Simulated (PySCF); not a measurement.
Stepwise substitution at one centre (Al H-F). All species are isolated molecules in the gas phase. Strings in code marks are SMILES.

The T1 excitation (TDA) from two functionals at the same geometries (CAM-B3LYP-D3(BJ)/def2-TZVP), both in PySCF: PBE-D3(BJ)/def2-TZVP and TPSSh-D3(BJ)/def2-TZVP. Excitations are Tamm–Dancoff values on a coarser integration grid. The basis has no diffuse functions, so Rydberg states are missing or too high.

| species | PBE-D3(BJ)/def2-TZVP (eV) |
|---|---|
| 1 of 3 H replaced by F (`[F][AlH2]`) | 4.98 |
| 2 of 3 H replaced by F (`[F][AlH][F]`) | 6.50 |
| 3 of 3 H replaced by F | 7.13 |

What does TPSSh-D3(BJ)/def2-TZVP give for each?


- 1 of 3 H replaced by F (`[F][AlH2]`): 5.48
- 2 of 3 H replaced by F (`[F][AlH][F]`): 6.95
- 3 of 3 H replaced by F: 7.93
Over these rows, drawn at random from the members with no instability flagged (it was tested for open shells, ions and some series alone), PBE minus TPSSh-D3(BJ): mean -0.58 eV, from -0.80 eV to -0.45 eV.
